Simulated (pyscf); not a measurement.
Thermochemistry of product channels of H₃C–InH₂ (SMILES [CH3][InH2]) + NH₃ (SMILES N) on the singlet surface, in eV, from ωB97M-D3(BJ)/def2-TZVP energies (ideal gas, 1 atm, RRHO with modes under 100 cm⁻¹ raised to 100, one conformer, R ln 2 for chiral ones without a mode under 150 cm⁻¹). Single points on ωB97X-D3(BJ)/def2-SVP structures (PySCF, gas phase).

| products | ΔE | ΔH(298 K) | ΔG(298 K) | ΔG(1200 K) |
|---|---|---|---|---|
| H₃C–InH–NH₂ (SMILES [CH3][InH][NH2]) + H₂ (SMILES [H][H]) | +0.04 | -0.07 | +0.02 | +0.15 |
| CH₄ (SMILES C) + H₂N–InH₂ (SMILES [NH2][InH2]) | -0.49 | -0.50 | -0.42 | -0.18 |

These are energies of the channels, which say nothing of barriers. Elements past Kr carry the def2 core potentials, without spin-orbit coupling.
